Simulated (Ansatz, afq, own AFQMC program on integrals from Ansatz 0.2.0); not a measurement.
ZrH2Se2F, quartet in def2-SVP, levels against AFQMC with the constraint released

```yaml
atoms:
  - { symbol: F, position_ang: [0.4427, -3.0077, -0.8044] }
  - { symbol: Zr, position_ang: [0.1979, -1.1794, -0.2685] }
  - { symbol: Se, position_ang: [-1.2079, 0.4681, 1.3836] }
  - { symbol: Se, position_ang: [1.3288, 1.2977, -0.3224] }
  - { symbol: H, position_ang: [-2.0248, 1.0403, 0.2896] }
  - { symbol: H, position_ang: [0.3790, 1.8277, -1.3267] }
```

Connectivity, by distances: F–Zr(–SeH)–SeH.

Basis def2-SVP with its core potentials. Only valence electrons are correlated. AFQMC by an in-house program on the Cholesky factors that Ansatz 0.2.0 writes for its CCSD(T) run. The CISD trial takes its coefficients from CCSD amplitudes. Released means that phaseless walkers are propagated on without the constraint, phases kept. Uncertainties: one standard error, sampling alone. No spin–orbit coupling. The metal's outer-core s and p shells are frozen, which shifts wave-function levels against functionals.

Determinant: UHF, the one that the program's search chose, which needn't be the lowest solution. The geometry is a PBE0/def2-SVP stationary point of this or a neighbouring charge and spin state.

No full CI on the walks' own integrals is used here. The released AFQMC energy serves as the reference, which it does only where one determinant dominates, the energy is flat over the last release times and near the phaseless one (40 meV or 2 meV an electron, half that with transition metals). On small molecules, where full CI could be run and the noise was under 10 meV, such values lay within 10 meV of it in 19 cases of 20, a flattering rate, since the rule was set on those same cases; what remains of the bias isn't in the error bar.

Cautions: no spin-orbit coupling; no relativity below Rb; outer-core shells of the metal frozen; inner d shell frozen; higher spins were not checked; the released value is read at 1.20 1/Eh with a noise of 18 meV, more than in the cases checked (meV from the phaseless value at times in 1/Eh: 2 ± 10 at 0.24, 9 ± 14 at 0.48, 22 ± 11 at 0.80, 2 ± 18 at 1.20); released reference can be 30 meV off for metals.

- T1 diagnostic: 0.0206
- weight of the determinant in the CISD state: 0.792
- ⟨S²⟩ of the determinant: 3.780
- size of the correlated space: 25 electrons in 86 orbitals

```tsv
level	correlation energy (eV)
MP2	-13.2765
CCSD	-14.2643
CCSD(T)	-14.6896
```

Q: Estimate where phaseless AFQMC with a CISD trial lies against CCSD(T) on the same integrals.

A: 1.94 ± 0.42 mEh below CCSD(T).

Reference: AFQMC with the constraint released, correlation energy -14.740 ± 0.018 eV.

```json
{"level": "CCSD(T)", "E − E(reference) (mEh)": "1.86 ± 0.66", "share of correlation (%)": "99.66"}
{"level": "ph-AFQMC/CISD", "E − E(reference) (mEh)": "-0.08 ± 0.78", "share of correlation (%)": "100.02"}
```

Released energies are given only where the last usable release times agree within the noise; a slower fall can still hide under it.
